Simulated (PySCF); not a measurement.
## Which determinant of C₂ lies lowest?

Unrestricted PBE0; PySCF, no relativity, basis sets C def2-TZVPPD. Outer shells of the fragments: C 2s2 2p2; C 2s2 2p2.

Followed along the bond (rough minima from three points):

```tsv
2Ms+1	unpaired	⟨S²⟩ at the start	R at minimum (Å)	Te (eV)
3	σ ↑, π ↑	2.01	1.30	0.00
1	σ ↑, π ↓	1.01	1.31	0.25
3	π ↑↑	2.01	1.37	0.48
1	π ↑↓	1.01	1.37	0.80
1	none	0.00	1.39	1.85
```

Solutions found at the starting distance of 1.420 Å, counted from the lowest of them; the search is not exhaustive and high or unbound solutions are not listed, so other states can lie among these:

```
2Ms+1  unpaired   term  E (eV)  ⟨S²⟩  ⟨Lz²⟩
    3  σ ↑, π ↑     ³Π    0.00  2.01   1.00
    3      π ↑↑    ³Σ⁻    0.17  2.01   0.00
    1  σ ↑, π ↓  mixed    0.23  1.01   1.00
    1      π ↑↓  mixed    0.49  1.01   2.01
    1      none  mixed    1.52  0.00   2.00
    1      none    ¹Σ⁺    1.57  0.00   0.00
```

A term symbol is given only where ⟨S²⟩ and ⟨Lz²⟩ are close to those of a pure state; real π, δ and φ orbitals otherwise mix terms, and g/u labels are left off.
